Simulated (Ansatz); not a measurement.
**How methods differ on BH2O (SMILES [BH]O)**

The species is BH2O (4 atoms), meant as a doublet with charge 0. As SMILES, `[BH]O`. Geometry: relaxed at PBE0-D4/def2-TZVP.

```xyz
4

B    -0.0061   -0.4855    0.3883
O     0.1197    0.5445   -0.4486
H    -1.0642   -1.0324    0.5403
H     1.0061    0.9132   -0.5003
```

Each level gives the energy change with the B1–H3 bond stretched from 1.201 to 1.501 Å (eV). The values are calculated.

```csv
level,kind,program,value (eV),less FCI/STO-3G,CPU time (all runs)
UHF/STO-3G,Hartree–Fock,Ansatz,1.25,+0.33,0.08 s
USVWN5/STO-3G,LDA,Ansatz,0.93,+0.01,0.96 s
U-revPBE/STO-3G,GGA,Ansatz,0.86,-0.06,1.5 s
U-r2SCAN/STO-3G,meta-GGA,Ansatz,0.97,+0.05,3.9 s
UBHLYP/STO-3G,global hybrid,Ansatz,1.09,+0.17,1.6 s
UPBE0/STO-3G,global hybrid,Ansatz,1.00,+0.08,1.6 s
U-wB97M-V/STO-3G,range-separated hybrid,Ansatz,0.99,+0.07,20 s
UCCSDT(Q)/STO-3G,coupled cluster or CI,Ansatz,0.92,0.00,0.8 s
FCI/STO-3G,exact in the basis,Ansatz,0.92,0.00,0.69 s
```

FCI/STO-3G is exact within its basis and frozen core, so for wave-function methods in that basis the difference is their error; functionals converge differently with the basis, so for them it is only a difference. The first shape isn't each level's own minimum. The values span 0.86 to 1.25 eV. All rows use very small basis sets, so none should be taken for the real molecule's value. In so small a basis fixed costs decide the times, and correlated methods can beat functionals. CPU times are rough (shared hosts, several kinds of processor and program).
